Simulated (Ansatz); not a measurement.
Input for Ansatz (development build ahead of 0.2.0):

```yaml
crystal:
  periodic: [false, false, false]
  atoms:
    - { symbol: "N", position_ang: [0.0, 0.0, 0.5439] }
    - { symbol: H, position_ang: [0.0, 0.0, -0.5439] }
basis:
  gaussian: { orbitals: STO-3G }
magnetization:
  spin_polarized: true
  initial_magnetization: 2
hamiltonian:
  xc: hf
correlation:
  method: ccsd_t
  frozen_orbitals: { H: 0, "N": 1 }
```

The input is written out in the form of the current development build from the run's settings.

The run gave:

```yaml
Converged: yes
Reference_energy: -54.26376 hartree
CCSD_correlation_energy: -0.02538 hartree
Triples_correction: 0.00000 hartree
Total_energy: -54.28914 hartree
Spin_squared_of_the_determinant: 2.015
```
